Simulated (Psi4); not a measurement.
**BPH6 (B(PH3)H3), run twice**

Wanted: the energy of BPH6 (B(PH3)H3), DLPNO-CCSD/6-31+G* (density fitting, density fitting for correlation, Cartesian functions, pno convergence normal).

The calculation is run with Psi4 1.11.

1 further run of the same task is left out (set aside as unsound or not needed).

## (1) Starting point

The species is BPH6 (8 atoms), meant as a singlet with charge 0. As SMILES, `[H]B([H])([H])<-P`. Geometry: relaxed at GFN2-xTB.

Bond lengths: B1–P2 1.907 Å, P2–H3 1.387 Å, P2–H4 1.387 Å, P2–H5 1.386 Å, B1–H6 1.192 Å, B1–H7 1.192 Å, B1–H8 1.192 Å. Some angles: B1–P2–H3 120.6°, B1–P2–H4 120.5°, B1–P2–H5 120.9°, P2–B1–H6 104.7°, P2–B1–H7 104.9°, P2–B1–H8 104.7°, H3–P2–H4 96.3°, H3–P2–H5 96.3°, H4–P2–H5 96.3°, H6–B1–H7 113.8°.

## (2) Try one

calc.inp reads:

```
memory 1.6 GB

molecule {
  0 1
  B     -0.004140     0.009780    -1.104760
  P      0.000940    -0.006010     0.801710
  H      0.666740     0.979640     1.514180
  H      0.533980    -1.081780     1.495680
  H     -1.183970     0.064230     1.517500
  H      1.146420    -0.047370    -1.409760
  H     -0.529480     1.037440    -1.400820
  H     -0.630480    -0.955930    -1.413720
  symmetry c1
  no_reorient
  no_com
}

set globals {
  scf_type df
  freeze_core true
  pno_convergence normal
  d_convergence 1e-16
  maxiter 50
}

result, w = energy("dlpno-ccsd/6-31+G*", return_wfn=True)
```

The run is started by

```
$ psi4 -i calc.inp -o calc.out -n 1
```

calc.out:

```text
Psi4 1.11 release

   => Loading Basis Set <=

    Name: 6-31+G*
    Role: ORBITAL
    Keyword: BASIS

         ---------------------------------------------------------
                                   SCF
                              RHF Reference
                        1 Threads,   1525 MiB Core
         ---------------------------------------------------------

  ==> Geometry <==

    Molecular point group: c1
    Full point group: C1

    Geometry (in Angstrom), charge = 0, multiplicity = 1:

[... 96 lines left out ...]
   @DF-RHF iter   2:  -368.84023837475439   -8.28415e-02   2.10172e-03 DIIS/ADIIS
[... 7 lines left out ...]
   @DF-RHF iter  10:  -368.85107754788731   -1.59162e-12   3.08592e-09 DIIS
[... 7 lines left out ...]
   @DF-RHF iter  18:  -368.85107754788760   -5.68434e-14   1.17203e-14 DIIS
[... 7 lines left out ...]
   @DF-RHF iter  26:  -368.85107754788748    1.13687e-13   1.09136e-14 DIIS
[... 7 lines left out ...]
   @DF-RHF iter  34:  -368.85107754788748    5.68434e-14   1.12671e-14 DIIS
[... 7 lines left out ...]
   @DF-RHF iter  42:  -368.85107754788743    0.00000e+00   1.11680e-14 DIIS
[... 7 lines left out ...]
   @DF-RHF iter  50:  -368.85107754788754   -1.13687e-13   1.04829e-14 DIIS
[... 1 line left out ...]
PsiException: Could not converge SCF iterations in 50 iterations.

  Failed to converge.

psi4.driver.p4util.exceptions.SCFConvergenceError: Could not converge SCF iterations in 50 iterations.

Printing out the relevant lines from the Psithon --> Python processed input file:
    core.set_global_option("SCF_TYPE", "df")
    core.set_global_option("FREEZE_CORE", "true")
    core.set_global_option("PNO_CONVERGENCE", "normal")
    core.set_global_option("D_CONVERGENCE", 1e-16)
    core.set_global_option("MAXITER", 50)
--> result, w = energy("dlpno-ccsd/6-31+G*", return_wfn=True)

!------------------------------------------------------!
!                                                      !
!  Could not converge SCF iterations in 50 iterations. !
!                                                      !
!------------------------------------------------------!

    Psi4 run time: 0:00:00.78
```

Run time: 1.6 s. Hardware: 1 thread of Intel Xeon 6975P-C (Granite Rapids), shared host; peak memory 0.19 GiB.

## (3) Diagnosis

The run stopped without converging.

The telling line is `Could not converge SCF iterations in 50 iterations.`. The cause is that the convergence threshold is tighter than the arithmetic can reach. To mend it: density convergence threshold at its default in place of 1e-16.

## (4) Try two

bh6p.dat reads:

```
memory 1.6 GB

molecule molecule1 {
  B     -0.004140     0.009780    -1.104760
  P      0.000940    -0.006010     0.801710
  H      0.666740     0.979640     1.514180
  H      0.533980    -1.081780     1.495680
  H     -1.183970     0.064230     1.517500
  H      1.146420    -0.047370    -1.409760
  H     -0.529480     1.037440    -1.400820
  H     -0.630480    -0.955930    -1.413720
  units angstrom
  symmetry c1
  no_reorient
  no_com
}

set globals {
  reference rhf
  scf_type df
  freeze_core true
  pno_convergence normal
  s_orthogonalization partialcholesky
  basis_guess 3-21G
}

E, wfn = energy('dlpno-ccsd/6-31+G*', return_wfn=True)
```

The run is started by

```
$ psi4 bh6p.dat bh6p.out -n 1
```

bh6p.out:

```text
[...]
  Running in c1 symmetry.
[...]
  Nuclear repulsion =   59.968741288132449
[...]
  Multiplicity = 1
[...]
  Nalpha       = 13
  Nbeta        = 13
[...]
    Number of basis functions: 34
[...]
   @DF-RHF iter   1:  -366.88277747912844   -3.60170e-01   7.64533e-03 DIIS/ADIIS
[...]
    Orbital Energies [Eh]
    ---------------------
    Doubly Occupied:
       1A    -79.991530     2A     -7.546768     3A     -7.523722
       4A     -5.441797     5A     -5.441795     6A     -5.440235
       7A     -0.935361     8A     -0.703412     9A     -0.587727
      10A     -0.587644    11A     -0.451533    12A     -0.439334
      13A     -0.439165
[...]
  @DF-RHF Final Energy:  -368.85107754788737
   => Energetics <=
    Nuclear Repulsion Energy =             59.9687412881324491
    One-Electron Energy =                -626.5795884198435033
    Two-Electron Energy =                 197.7597695838236405
    Total Energy =                       -368.8510775478873711
[...]
 Multipole Moments:
 ------------------------------------------------------------------------------------
     Multipole            Electronic (a.u.)      Nuclear  (a.u.)        Total (a.u.)
 ------------------------------------------------------------------------------------
 L = 1.  Multiply by 2.5417464519 to convert [e a0] to [Debye]
 Dipole X            :          0.0101337           -0.0064062            0.0037275
 Dipole Y            :          0.0713346           -0.0850755           -0.0137409
 Dipole Z            :        -11.1116264           12.8594162            1.7477898
 Magnitude           :                                                    1.7478478
[...]
   * WARNING: This answer will likely vary from one obtained by a energy('dlpno-mp2') call
                due to lack of a semi-canonical MP2 prescreening step in DLPNO-MP2, as well
[...]
  @LCCSD iter   9:  -0.242954627701 -3.050e-07  4.235e-07  9.267e-08        0
[...]
```

Run time: 3.6 s. Hardware: 1 thread of Intel Xeon 6975P-C (Granite Rapids), shared host; peak memory 0.26 GiB.

## (5) Outcome

Level: DLPNO-CCSD/6-31+G* (density fitting, density fitting for correlation, Cartesian functions, pno convergence normal).

```
                                   quantity          value
                               total energy  -369.09414 Eh
        HOMO energy (Hartree–Fock orbitals)      -11.95 eV
        LUMO energy (Hartree–Fock orbitals)        1.20 eV
      HOMO–LUMO gap (Hartree–Fock orbitals)       13.15 eV
correlation energy (6 core orbitals frozen)     -243.1 mEh
                              T1 diagnostic          0.013
```
